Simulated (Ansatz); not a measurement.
Cost and result for the atomization energy of `COC(C)(F)F` (12 atoms, 11 bonds).

```xyz
12

C     0.598    1.280   -0.834
O     1.151    0.254   -0.033
C     0.365   -0.838    0.176
C    -0.958   -0.593    0.853
F     0.142   -1.478   -1.014
F     1.114   -1.675    0.919
H     1.407    1.982   -1.025
H    -0.211    1.804   -0.316
H     0.232    0.887   -1.787
H    -1.440   -1.552    1.041
H    -0.790   -0.079    1.799
H    -1.610    0.008    0.220
```

Total charge 0; spin multiplicity 1. The geometry is a stationary point of PBE0-D4/def2-TZVP. It is one conformer, not always the lowest. Program: Ansatz. All runs use 4 threads of an Arm Neoverse V2 on a shared host. Times are those of one run each, without the atoms' runs, and a repeat can differ threefold. Electronic energies, without spin–orbit coupling; frozen cores. CCSD(T)/CBS adds CCSD(T) − MP2 in def2-TZVPP to the MP2 limit, and its time is that of the two runs behind it. T1 = 0.011. B3LYP takes the VWN-RPA correlation (the form of Gaussian; ORCA's B3LYP/G).

CCSD(T)/CBS is a level of theory with its own doubt, some kJ/mol a heavy atom from the limit and from the frozen cores, so smaller differences don't rank the functionals.

```json
{"level": "PBE-D4/def2-TZVPP (with forces)", "functions": "270", "wall time": "2.5 s", "atomization (kcal/mol)": "1166.6", "difference from CCSD(T)/CBS": "32.7", "per bond": "3.0"}
{"level": "PBE0-D4/def2-TZVPP", "functions": "270", "wall time": "2.7 s", "atomization (kcal/mol)": "1138.6", "difference from CCSD(T)/CBS": "4.7", "per bond": "0.4"}
{"level": "B3LYP-D4/def2-TZVPP (with forces)", "functions": "270", "wall time": "4 s", "atomization (kcal/mol)": "1130.8", "difference from CCSD(T)/CBS": "-3.1", "per bond": "-0.3"}
{"level": "r2SCAN-D4/def2-TZVPP (with forces)", "functions": "270", "wall time": "4.4 s", "atomization (kcal/mol)": "1139.1", "difference from CCSD(T)/CBS": "5.2", "per bond": "0.5"}
{"level": "B2PLYP/def2-TZVPP", "functions": "270", "wall time": "5.5 s", "atomization (kcal/mol)": "1121.7", "difference from CCSD(T)/CBS": "-12.2", "per bond": "-1.1"}
{"level": "ωB97X-V/def2-TZVPP", "functions": "270", "wall time": "7 s", "atomization (kcal/mol)": "1137.1", "difference from CCSD(T)/CBS": "3.2", "per bond": "0.3"}
{"level": "ωB97M-V/def2-TZVPP (with forces)", "functions": "270", "wall time": "10 s", "atomization (kcal/mol)": "1138.1", "difference from CCSD(T)/CBS": "4.2", "per bond": "0.4"}
{"level": "MP2/def2-QZVPP", "functions": "522", "wall time": "25 s", "atomization (kcal/mol)": "1148.6", "difference from CCSD(T)/CBS": "14.7", "per bond": "1.3"}
{"level": "CCSD(T)/def2-TZVPP", "functions": "270", "wall time": "5.1 min", "atomization (kcal/mol)": "1106.0", "difference from CCSD(T)/CBS": "-27.9", "per bond": "-2.5"}
{"level": "CCSD(T)/CBS(def2)", "functions": "–", "wall time": "5.5 min", "atomization (kcal/mol)": "1133.9", "difference from CCSD(T)/CBS": "0.0", "per bond": "0.0"}
```

From PBE to PBE0 (25 % exact exchange), in def2-TZVPP and without D4, the atomization energy moves by −27.2 kcal/mol: exact exchange takes away binding that semilocal exchange gives to molecules. In def2-TZVPP, CCSD(T) changes the Hartree–Fock value by +292.4 kcal/mol (the triples alone add +17.9 kcal/mol) and MP2 by +318.6 kcal/mol; breaking electron pairs costs correlation energy, which Hartree–Fock lacks. The D4 term adds +7.5 kcal/mol with B3LYP and +3.9 kcal/mol with PBE0; it sums over pairs of atoms, weighted by their polarisabilities, and B3LYP, whose exchange is more repulsive, gets the larger term.
